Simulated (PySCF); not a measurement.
Pyrimidine, C₄H₄N₂.
SMILES with atom numbers: `[cH:1]1[cH:2][n:3][cH:4][n:5][cH:6]1`

NICS is the negative of the GIAO shielding at a point without a nucleus: at the ring centre (0) and 1 Å above and below it (1); zz is the component along the ring normal. Level: GIAO B97-2/pcSseg-2 (PySCF, non-relativistic, gas phase) on the PBE0-D3(BJ)/def2-TZVP geometry, one conformer.

Ring bond lengths (Å): C1–C2 1.384, C2–N3 1.329, N3–C4 1.327, C4–N5 1.328, N5–C6 1.328, C6–C1 1.385.

What do the NICS probes read (ppm)?

```
             ring                                                 type  NICS(0)  NICS(1), two faces  NICS(1)zz, two faces  rms pucker (Å)  centre to ring atoms, mean (Å)
C1–C2–N3–C4–N5–C6  6-membered ring with 2 N; formal bonds all aromatic     -5.7         -9.8 / -9.8         -28.1 / -28.1            0.00                            1.35
```

What can be read from them?

- C1–C2–N3–C4–N5–C6: mean NICS(1)zz -28.1 ppm, shielded. For a flat ring without four-coordinate atoms the NICS criterion counts such a value as aromatic.

What does the geometric index give? HOMA = 1 − mean of α(R − Ropt)² over the ring bonds, with Krygowski's 1993 parameters (CC: Ropt 1.388 Å, α 257.7 Å⁻²; CN: Ropt 1.334 Å, α 93.52 Å⁻²).

- C1–C2–N3–C4–N5–C6: HOMA 1.00; the largest term is that of N3–C4, α(R − Ropt)² = 0.00. The geometric and the magnetic index point the same way.

What is the mean of the two in-plane components of NICS at the first NICS(1) probe listed for ring C1–C2–N3–C4–N5–C6, 1 Å off the ring?

The isotropic value is a third of the trace: (3 × -9.8 − (-28.1))/2 = -0.7 ppm.

List the ring angles.

- C1–C2–N3–C4–N5–C6: C1 116.5°, C2 122.2°, N3 116.0°, C4 127.1°, N5 115.9°, C6 122.3°; sum 720.0° against 720° for a flat convex ring.

What are the shieldings of the ring atoms and their hydrogens in the same run (means over atoms taken as equivalent)?

```json
{"atoms": "C1", "environment": "aromatic CH carbon", "σ isotropic (ppm)": "58.6", "principal values of the symmetric part, first atom (ppm)": "-60.5, 63.3, 173.0"}
{"atoms": "C2 (×2)", "environment": "aromatic CH next to a ring nitrogen", "σ isotropic (ppm)": "20.6", "principal values of the symmetric part, first atom (ppm)": "-97.4, 9.9, 149.2"}
{"atoms": "N3 (×2)", "environment": "pyridine-type nitrogen", "σ isotropic (ppm)": "-68.2", "principal values of the symmetric part, first atom (ppm)": "-318.9, -169.6, 284.0"}
{"atoms": "C4", "environment": "aromatic CH next to a ring nitrogen", "σ isotropic (ppm)": "16.6", "principal values of the symmetric part, first atom (ppm)": "-83.2, 10.8, 122.1"}
{"atoms": "H on C1", "environment": "aromatic hydrogen", "σ isotropic (ppm)": "24.32", "principal values of the symmetric part, first atom (ppm)": "22.6, 22.6, 27.8"}
{"atoms": "H on C2 (×2)", "environment": "aromatic hydrogen", "σ isotropic (ppm)": "22.68", "principal values of the symmetric part, first atom (ppm)": "19.3, 21.7, 27.1"}
{"atoms": "H on C4", "environment": "aromatic hydrogen", "σ isotropic (ppm)": "22.10", "principal values of the symmetric part, first atom (ppm)": "17.8, 22.6, 25.9"}
```

How do the values depend on the level or the medium?

```csv
level,"NICS(0), C1–C2–N3–C4–N5–C6","mean NICS(1)zz, C1–C2–N3–C4–N5–C6"
"B97-2/pcSseg-2, gas",-5.7,-28.1
"KT3/pcSseg-2, gas",-5.6,-27.1
"PBE0/pcSseg-2, gas",-5.6,-28.3
"wB97X-D/pcSseg-2, gas",-5.5,-28.4
"WP04/pcSseg-2, IEF-PCM chloroform",-6.1,-27.4
"wB97X-D/pcSseg-2, IEF-PCM chloroform",-5.3,-28.2
```

The geometry is the same throughout; the continuum's cavity takes Bondi-type radii × 1.2.
